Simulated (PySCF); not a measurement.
CH₃Cl, SMILES CCl.

Coordinates come from a B3LYP-D3(BJ)/def2-TZVP optimisation.

Two levels are set side by side: PBE/def2-TZVPD (PySCF) and M06-2X/def2-TZVPD (PySCF). Same geometry, gas phase. Differences are taken from unrounded values.

```
quantity                       PBE
---------------------------  -----
orbital gap (eV)              6.30
highest occupied level (eV)  -7.09
lowest empty level (eV)      -0.79
dipole moment (D)             1.90
mean polarisability (bohr³)   30.7
```

Task: These are the PBE values. What does M06-2X give? (An estimate is asked for; the answer gives what the named calculation found.)

Result: 
```json
[
 {"quantity": "orbital gap (eV)", "M06-2X": "10.26", "PBE minus M06-2X": "-3.97"},
 {"quantity": "highest occupied level (eV)", "M06-2X": "-9.86", "PBE minus M06-2X": "2.78"},
 {"quantity": "lowest empty level (eV)", "M06-2X": "0.40", "PBE minus M06-2X": "-1.19"},
 {"quantity": "dipole moment (D)", "M06-2X": "1.98", "PBE minus M06-2X": "-0.08"},
 {"quantity": "mean polarisability (bohr³)", "M06-2X": "29.5", "PBE minus M06-2X": "1.2"}
]
```

Without exact exchange PBE keeps part of each electron's self-repulsion, which lifts occupied levels and narrows the gap. Loosely held outer electrons make PBE densities more polarisable. Differences between two approximate levels are no errors against the true value.

Rough cost on one machine, each run with all the roots and properties that it gave: M06-2X against PBE about 4 times.
